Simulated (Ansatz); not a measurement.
**C3H6S2: a ladder of functionals and wavefunction methods**

How much do the methods differ for C3H6S2? The plan is to run it at one geometry with functionals of several rungs and with coupled cluster. The yardstick is the atomisation energy at the CCSD(T) limit.

Computed with Ansatz 0.2.0, Gaussian basis. Level: functionals in def2-TZVPP, the program's frozen cores in correlated methods.

Plan: PBE-D4, r2SCAN-D4, PBE0-D4, B3LYP-D4, ωB97X-V, ωB97M-V, B2PLYP; CCSD(T)/def2-TZVPP; MP2/def2-QZVPP; extrapolation to the limit.

**1. The geometry**

All runs share one geometry, relaxed beforehand with PBE0-D4 in a triple-zeta def2 set.

SMILES `S=CCCS`, 11 atoms, charge 0, spin multiplicity 1.

Atoms are counted from 1 here; the program's logs count them from 0.

Bond lengths: S1–C2 1.608 Å, C2–C3 1.487 Å, C2–H6 1.093 Å, C3–C4 1.530 Å, C3–H7 1.097 Å, C3–H8 1.093 Å, C4–S5 1.812 Å, C4–H9 1.092 Å, C4–H10 1.091 Å, S5–H11 1.342 Å. Angles: S1–C2–C3 125.8°, S1–C2–H6 119.5°, C3–C2–H6 114.7°, C2–C3–C4 112.7°, C2–C3–H7 108.4°, C2–C3–H8 109.5°, C4–C3–H7 108.3°, C4–C3–H8 109.1°, H7–C3–H8 108.8°, C3–C4–S5 115.7°, C3–C4–H9 109.0°, C3–C4–H10 110.7°, S5–C4–H9 104.5°, S5–C4–H10 109.3°, H9–C4–H10 107.2°, C4–S5–H11 97.5°.

**2. PBE-D4 (GGA)**

File in.yaml:

```yaml
crystal:
  periodic: [false, false, false]
  atoms:
    - {symbol: S, position_ang: [-1.321237, 1.628248, 1.874529]}
    - {symbol: C, position_ang: [-0.552380, 0.356095, 1.260579]}
    - {symbol: C, position_ang: [0.653061, 0.403856, 0.392009]}
    - {symbol: C, position_ang: [0.371222, -0.073807, -1.033881]}
    - {symbol: S, position_ang: [-0.130042, -1.807121, -1.196726]}
    - {symbol: H, position_ang: [-0.927698, -0.649377, 1.465689]}
    - {symbol: H, position_ang: [1.421054, -0.246630, 0.828034]}
    - {symbol: H, position_ang: [1.036823, 1.426337, 0.356762]}
    - {symbol: H, position_ang: [1.288262, 0.002380, -1.621129]}
    - {symbol: H, position_ang: [-0.372683, 0.563776, -1.513279]}
    - {symbol: H, position_ang: [-1.401183, -1.660858, -0.791986]}
basis:
  gaussian: {orbitals: def2-TZVPP}
hamiltonian: {xc: pbe, dispersion: d4}
output: {forces: true, orbitals: {seedname: orbitals}}
```

On the command line:

```
$ ansatz run in.yaml --threads 4 --pin off --events-out ev --progress --plain --max-ram 10444MiB
```

After this run come: r2SCAN-D4 (meta-GGA); PBE0-D4 (hybrid); B3LYP-D4 (hybrid); ωB97X-V (range-separated); ωB97M-V (range-separated); B2PLYP (double hybrid); CCSD(T) in def2-TZVPP; MP2 in def2-QZVPP.

**Question.** What will the summary of the whole plan be? Wanted: atomisation energy, CCSD(T)/CBS; farthest; mean size of error, hybrid; mean size of error, range-separated; gap, smallest and largest; T1 diagnostic; triples share of the correlation energy.

As calculated:

| quantity | value |
| --- | --- |
| atomisation energy, CCSD(T)/CBS | 976.4 kcal/mol |
| functionals within 4.9 kcal/mol (0.5 %) | r2SCAN-D4, B3LYP-D4, ωB97X-V |
| farthest | PBE-D4 (+26.9 kcal/mol) |
| mean size of error, hybrid | 4.9 kcal/mol |
| mean size of error, range-separated | 4.2 kcal/mol |
| gap, smallest and largest | 2.04 eV (PBE-D4), 8.82 eV (ωB97X-V) |
| T1 diagnostic | 0.0140 |
| triples share of the correlation energy | 4.6 % |

PBE-D4 misses by +26.9 kcal/mol. Double hybrids carry the basis error of their MP2 part in triple zeta, and no dispersion term here, so their miss is partly the set-up's. The reference freezes the cores and leaves out relativity and excitations past (T), so misses under about 4.9 kcal/mol can't be ranked. Hartree-Fock recovers 72 % of the binding; the rest is correlation. Orbital gaps span 2.0 to 8.8 eV; exact exchange widens them. The restricted reference is unstable towards a spin-broken one.
